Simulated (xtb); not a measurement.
A geometry relaxed with GFN2-xTB run with xtb, charge 0, multiplicity 1:

```xyz
6

C      0.5355     0.0444    -0.2571
Cl     1.7941    -0.7847     0.5725
H     -1.0228    -0.4537     1.0581
H      0.8746     0.5473    -1.1496
H     -1.4684     0.5894    -0.3873
C     -0.7131     0.0574     0.1635
```

**Question.** Write the SMILES of this molecule.

**Answer.** `C=CCl`
